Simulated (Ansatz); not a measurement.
A made-up structure of CH4AlN, singlet:

```xyz
7
angstrom
C -0.5628 0.0433 -0.6312
N -0.1835 0.4179 0.7785
Al 1.0979 -0.5330 0.1377
H -1.4309 -0.6137 -0.7242
H 0.4643 -0.2062 1.2594
H -0.7943 0.9786 1.3459
H 2.5045 -1.1692 0.4287
```

It is relaxed with PBE-D4/def2-SVP and then PBE0-D4/def2-TZVP (Ansatz 0.2.0). Atoms count as bonded within 1.22 times the sum of their covalent radii (H–H: 0.88 Å). The end point is not checked to be a true minimum.

(1) Does its bonding change? (Judge from chemistry; the calculation decides.)

Results:

(1) By the calculation: Yes. Formed: none; broken: Al3–H5.

Where it ends: The first stage lowers the energy by 4.91 eV in 12 steps. It ends as CH₄AlN ([CH]1[NH2][AlH]1):
```
atom    x (Å)    y (Å)    z (Å)
  C1  -0.4315  -0.3687  -0.4095
  N2  -0.1745   0.1705   0.9938
 Al3   1.2893  -0.5818  -0.1273
  H4  -1.4346  -0.3421  -0.8064
  H5  -0.6353  -0.3314   1.7466
  H6  -0.3474   1.1631   1.1195
  H7   2.8292  -0.7920   0.0779
```

Labels in which every atom is bracketed show which atoms are joined, not bond orders.

For scale, one of the runs: PBE0-D4/def2-TZVP relaxation, 123 basis functions, launched by `ansatz run in.yaml --threads 2 --pin off --events-out ev --progress --plain --max-ram 4352MiB`. The run took about 15 s on 2 CPU threads of an Arm Neoverse V2 (shared host).
